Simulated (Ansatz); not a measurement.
# triplet BH2Cl: levels of theory compared

We compute a comparison of 6 runs (UHF/STO-3G, U-r2SCAN/STO-3G, UBHLYP/STO-3G, RPA@PBE/STO-3G, UBCCD(T)/STO-3G, UCCSDT/STO-3G) of triplet BH2Cl. 

The calculation is run with Ansatz 0.2.0.

49 further runs of the same task are left out: 49 set aside as unsound or not needed.

## Step 1: Starting point

BH2Cl: 4 atoms, total charge 0, spin state triplet. SMILES of the parent species: `[H]B([H])Cl`. The shape is that of a GFN2-xTB optimisation. That shape belongs to the parent species and isn't relaxed for this state.

Bond lengths: B1–Cl4 1.673 Å, B1–H2 1.172 Å, B1–H3 1.172 Å. Angles: H2–B1–Cl4 119.1°, H3–B1–Cl4 119.0°, H2–B1–H3 121.9°.

## Step 2: A single-point energy at UHF/STO-3G (run 1)

The input, run.yaml:

```yaml
crystal:
  periodic: [false, false, false]
  atoms:
    - {symbol: B, position_ang: [0.069310, 0.114420, -0.000410]}
    - {symbol: H, position_ang: [1.240090, 0.070720, 0.015540]}
    - {symbol: H, position_ang: [-0.512130, 1.131590, -0.018950]}
    - {symbol: Cl, position_ang: [-0.797280, -1.316740, 0.003830]}
basis:
  gaussian:
    orbitals: STO-3G
magnetization:
  spin_polarized: true
  initial_magnetization: 2
hamiltonian:
  xc: hf
accuracy: high
```

Started as:

```
$ ansatz run run.yaml --threads 1 --pin off --max-ram 2610MiB --events-out events.jsonl --progress --plain --runs-dir runs
```

Standard output:

```text
Warning: RAYON_NUM_THREADS=1 ignored (pool sized by the plan → 1); use --threads N
Functional definition: HF
  name "HF"
  exchange = exact_x
  correlation = 0
265 factors; integrals over basis functions are off by at most 3.4e-8 eV
mean field evaluation 1: about -13057.9446 eV, gradient 7.0e0 eV
mean field evaluation 2: about -13057.9856 eV, gradient 7.0e0 eV
mean field evaluation 4: about -13058.4912 eV, gradient 5.9e-1 eV
mean field evaluation 8: about -13058.5317 eV, gradient 1.5e-2 eV
mean field evaluation 16: about -13057.1541 eV, gradient 6.0e0 eV
mean field evaluation 32: about -13058.1933 eV, gradient 1.8e0 eV
mean field -13058.53140275 eV, -479.8921776605 hartree, gradient 7.5e-9 eV, S^2 2.003386; 0 other end points of the search recorded, 0 dependent functions left out
reference -13058.53140275 eV, -479.8921776605 hartree; 13, 11 occupied and 3, 5 virtual orbitals, 265 factors
Total energy: -13058.53140275 eV, -479.8921776605 hartree
```

Wall time 0.1 s (1 thread of Arm Neoverse V1, shared host).

## Step 3: A single-point energy at U-r2SCAN/STO-3G (run 2)

The input, run.yaml:

```yaml
crystal:
  periodic: [false, false, false]
  atoms:
    - symbol: B
      position_ang: [0.069310, 0.114420, -0.000410]
    - symbol: H
      position_ang: [1.240090, 0.070720, 0.015540]
    - symbol: H
      position_ang: [-0.512130, 1.131590, -0.018950]
    - symbol: Cl
      position_ang: [-0.797280, -1.316740, 0.003830]
basis:
  gaussian:
    orbitals: STO-3G
magnetization:
  spin_polarized: true
  initial_magnetization: 2
hamiltonian:
  xc: r2scan
accuracy: high
```

Started as:

```
$ ansatz run run.yaml --threads 1 --pin off --max-ram 2610MiB --events-out events.jsonl --progress --plain --runs-dir runs
```

Standard output:

```text
Warning: RAYON_NUM_THREADS=1 ignored (pool sized by the plan → 1); use --threads N
Functional definition: r2SCAN
  name "r2SCAN"
  parameter k0 = 0.174
  parameter k1 = 0.065
  parameter a1 = 4.9479
  exchange = r2scan_x(k0 = k0, k1 = k1, a1 = a1)
  correlation = r2scan_c
265 factors; integrals over basis functions are off by at most 3.4e-8 eV
mean field evaluation 1: about -13080.2690 eV, gradient 6.4e0 eV
mean field evaluation 2: about -13079.6093 eV, gradient 9.4e0 eV
mean field evaluation 4: about -13080.7682 eV, gradient 1.1e-1 eV
mean field evaluation 8: about -13080.7442 eV, gradient 3.0e-3 eV
mean field evaluation 16: about -13080.7442 eV, gradient 2.0e-8 eV
mean field -13080.74418527 eV, -480.7084823618 hartree, gradient 2.7e-8 eV, S^2 2.001942; 0 other end points of the search recorded, 0 dependent functions left out
reference -13080.74418588 eV, -480.7084823842 hartree; 13, 11 occupied and 3, 5 virtual orbitals, 265 factors
Total energy: -13080.74418588 eV, -480.7084823842 hartree
```

Wall time 3.3 s (1 thread of Arm Neoverse V1, shared host); peak memory 0.19 GiB.

## Step 4: A single-point energy at UBHLYP/STO-3G (run 3)

The input, run.yaml:

```yaml
crystal:
  periodic: [false, false, false]
  atoms:
    - {symbol: B, position_ang: [0.069310, 0.114420, -0.000410]}
    - {symbol: H, position_ang: [1.240090, 0.070720, 0.015540]}
    - {symbol: H, position_ang: [-0.512130, 1.131590, -0.018950]}
    - {symbol: Cl, position_ang: [-0.797280, -1.316740, 0.003830]}
basis:
  gaussian: {orbitals: STO-3G}
hamiltonian: {xc: {name: BHLYP}}
accuracy: high
magnetization: {spin_polarized: true, initial_magnetization: 2}
```

Started as:

```
$ ansatz run run.yaml --threads 1 --pin off --max-ram 2610MiB --events-out events.jsonl --progress --plain --runs-dir runs
```

Standard output:

```text
Warning: RAYON_NUM_THREADS=1 ignored (pool sized by the plan → 1); use --threads N
Functional definition: BHLYP
  name "BHLYP"
  parameter a = 0.5
  exchange = (1 - a)*b88_x + a*exact_x
  correlation = lyp_c
265 factors; integrals over basis functions are off by at most 3.4e-8 eV
mean field evaluation 1: about -13080.8961 eV, gradient 4.3e0 eV
mean field evaluation 2: about -13081.0671 eV, gradient 7.3e-1 eV
mean field evaluation 4: about -13081.0781 eV, gradient 2.4e-1 eV
mean field evaluation 8: about -13081.0789 eV, gradient 1.9e-3 eV
mean field evaluation 16: about -13081.0789 eV, gradient 1.5e-7 eV
mean field -13081.07887105 eV, -480.7207818375 hartree, gradient 4.3e-8 eV, S^2 2.001781; 0 other end points of the search recorded, 0 dependent functions left out
reference -13081.07888731 eV, -480.7207824351 hartree; 13, 11 occupied and 3, 5 virtual orbitals, 265 factors
Total energy: -13081.07888731 eV, -480.7207824351 hartree
```

Run time: 1.2 s. Hardware: 1 thread of Arm Neoverse V1, shared host; peak memory 0.11 GiB.

Runs 4 to 5 aren't shown in full; the table further down has their settings and results.

## Step 5: A single-point energy at UCCSDT/STO-3G (run 6)

The input, in.yaml:

```yaml
crystal:
  periodic: [false, false, false]
  atoms:
    - {symbol: B, position_ang: [0.069310, 0.114420, -0.000410]}
    - {symbol: H, position_ang: [1.240090, 0.070720, 0.015540]}
    - {symbol: H, position_ang: [-0.512130, 1.131590, -0.018950]}
    - {symbol: Cl, position_ang: [-0.797280, -1.316740, 0.003830]}
basis:
  gaussian:
    orbitals: STO-3G
magnetization:
  spin_polarized: true
  initial_magnetization: 2
correlation:
  method: ccsdt
  frozen_orbitals: {B: 1, Cl: 5, H: 0}
accuracy: high
scf:
  omitted_lower_state_checks: [cluster_reference, increment]
```

Started as:

```
$ ansatz run in.yaml --threads 1 --pin off --max-ram 2610MiB --events-out events.jsonl --progress --plain --runs-dir runs
```

Standard output, shortened:

```text
Warning: RAYON_NUM_THREADS=1 ignored (pool sized by the plan → 1); use --threads N
[... 2 set-up lines as earlier in the session ...]
[...]
265 factors; integrals over basis functions are off by at most 3.4e-8 eV
[...]
mean field -13058.53140275 eV, -479.8921776605 hartree, gradient 7.5e-9 eV, S^2 2.003386; 2 other end points of the search recorded, 0 dependent functions left out
6 core orbitals not correlated: weight in the atoms' cores, before any rotation towards them, 1.000 or more for the frozen orbitals, at most 0.000 for the correlated occupied ones
reference -13058.53140275 eV, -479.8921776605 hartree; 7, 5 occupied and 3, 5 virtual orbitals, 265 factors
second order -1.09581549 eV of doubles, -0.00000000 eV of singles
cycle   1  -1.37415953 eV  change   -3.5e-1 eV  update   5.4e-2
[...]
cycle  23  -1.67596982 eV  change  -3.0e-10 eV  update   1.2e-9
WARN: these amplitudes may be one of several solutions (largest doubles amplitude 0.08, level shift 1.83 eV)
Total energy: -13060.20737257 eV, -479.9537684154 hartree
Checks for a lower state left out: cluster_reference, increment
```

Wall time 0.4 s (1 thread of Arm Neoverse V1, shared host).

## Step 6: All runs side by side

```csv
run,level,frozen core orbitals,energy (Eh),⟨S²⟩,wall time
1,UHF/STO-3G,–,-479.892178,2.003,0.1 s
2,U-r2SCAN/STO-3G,–,-480.708482,2.002,3.3 s
3,UBHLYP/STO-3G,–,-480.720782,2.002,1.2 s
4,RPA@PBE/STO-3G,6,-480.004646,2.001,1.4 s
5,UBCCD(T)/STO-3G,6,-479.953319,2.003,0.22 s
6,UCCSDT/STO-3G,6,-479.953768,2.003,0.4 s
```

## Step 7: What came out

| quantity | value |
| --- | --- |
| run 6: total energy | -479.95377 Eh |
| run 6: correlation energy (6 core orbitals frozen) | -61.6 mEh |
| run 6: ⟨S²⟩ of the reference determinant | 2.003 |
| run 6: T1 diagnostic | 0.013 |

**Reading.** Below the UHF energy at the same shape and in the same basis (STO-3G): UBCCD(T) -61.1 mEh; UCCSDT -61.6 mEh. Totals of different functionals can't be ranked against each other. In runs 1, 2, 3, 4, 5, 6 the basis is minimal, so the values are rough. All runs together took 6.6 s, the longest 3.3 s.
